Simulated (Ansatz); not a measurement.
Input file:

```yaml
crystal:
  periodic: [false, false, false]
  atoms:
    - {symbol: C, position_ang: [0.000000, 0.000000, 0.000000]}
    - {symbol: Li, position_ang: [0.000000, 0.000000, 4.291000]}
basis:
  gaussian: {orbitals: aug-cc-pVTZ}
total_charge: 1
magnetization: {spin_polarized: false}
correlation: {method: ccsdt_q, electrons: outside_noble_gas}
```

```sh
$ ansatz run in.yaml --threads 1 --pin off --events-out ev --progress --plain --max-ram 2393MiB
```

**Question.** Roughly how long does this take on 1 thread of Arm Neoverse V1, shared host, and how much host memory?

**Answer.** 25 s wall and 0.41 GiB.

```
978 factors; integrals over basis functions are off by at most 1.8e-7 eV
mean field evaluation 1: about -1219.8420 eV, gradient 1.3e1 eV
mean field evaluation 2: about -1219.8419 eV, gradient 1.3e1 eV
mean field evaluation 4: about -1220.3824 eV, gradient 3.8e-1 eV
mean field evaluation 8: about -1220.3832 eV, gradient 8.8e-5 eV
mean field evaluation 16: about -1220.3832 eV, gradient 8.0e-2 eV
mean field evaluation 32: about -1220.3781 eV, gradient 7.9e-1 eV
mean field evaluation 64: about -1220.3832 eV, gradient 6.5e-6 eV
mean field evaluation 96: about -1220.2205 eV, gradient 4.1e0 eV
mean field -1220.38321952 eV, -44.8482561119 hartree, gradient 6.5e-6 eV, S^2 0.000000; 7 other end points of the search recorded, 0 dependent functions left out; unrestricted orbitals would lower it
mean field evaluation 128: about -1222.0497 eV, gradient 4.7e-4 eV
determinant -1220.38321952 eV, -44.8482561119 hartree, with singles and doubles -1223.68449511 eV, -44.9695757520 hartree
determinant -1220.09386676 eV, -44.8376225943 hartree, with singles and doubles -1223.42720512 eV, -44.9601205195 hartree
determinant -1220.38321952 eV, -44.8482561119 hartree, with singles and doubles -1223.64903080 eV, -44.9682724629 hartree
determinant -1220.09386676 eV, -44.8376225943 hartree, with singles and doubles -1223.41942482 eV, -44.9598345986 hartree
unrestricted determinant -1222.04970683 eV, -44.9094983909 hartree, S^2 1.0166
2 core orbitals not correlated: weight in the atoms' cores, before any rotation towards them, 1.000 or more for the frozen orbitals, at most 0.000 for the correlated occupied ones
reference -1220.38321952 eV, -44.8482561119 hartree; 2, 2 occupied and 88, 88 virtual orbitals, 978 factors
second order -2.36112507 eV of doubles, -0.00000000 eV of singles
cycle   1  -2.82768211 eV  change   -4.7e-1 eV  update   6.4e-2
cycle   2  -3.18801968 eV  change   -3.6e-1 eV  update   3.8e-2
cycle   3  -3.22610812 eV  change   -3.8e-2 eV  update   2.5e-2
cycle   4  -3.24849364 eV  change   -2.2e-2 eV  update   2.1e-2
cycle   5  -3.29567211 eV  change   -4.7e-2 eV  update   1.9e-2
cycle   6  -3.39913678 eV  change   -1.0e-1 eV  update   1.5e-2
cycle   7  -3.40976860 eV  change   -1.1e-2 eV  update   7.8e-3
cycle   8  -3.40682170 eV  change    2.9e-3 eV  update   3.7e-3
cycle   9  -3.41703190 eV  change   -1.0e-2 eV  update   1.9e-3
cycle  10  -3.41848343 eV  change   -1.5e-3 eV  update   7.2e-4
cycle  11  -3.41694417 eV  change    1.5e-3 eV  update   3.6e-4
cycle  12  -3.41733439 eV  change   -3.9e-4 eV  update   1.9e-4
cycle  13  -3.41720583 eV  change    1.3e-4 eV  update   1.0e-4
cycle  14  -3.41712135 eV  change    8.4e-5 eV  update   5.7e-5
cycle  15  -3.41715338 eV  change   -3.2e-5 eV  update   4.5e-5
cycle  16  -3.41715799 eV  change   -4.6e-6 eV  update   3.6e-5
cycle  17  -3.41716108 eV  change   -3.1e-6 eV  update   6.8e-6
cycle  18  -3.41716236 eV  change   -1.3e-6 eV  update   2.6e-6
cycle  19  -3.41715909 eV  change    3.3e-6 eV  update   2.5e-6
cycle  20  -3.41715746 eV  change    1.6e-6 eV  update   1.4e-6
cycle  21  -3.41715739 eV  change    6.9e-8 eV  update   3.8e-7
perturbative correction -0.03735618 eV, -0.0013728144 hartree
Total energy: -1223.83773310 eV, -44.9752071442 hartree
```

For the same geometry and basis full CI lies 36.2 meV lower. By full CI's occupations no single determinant describes the state well.
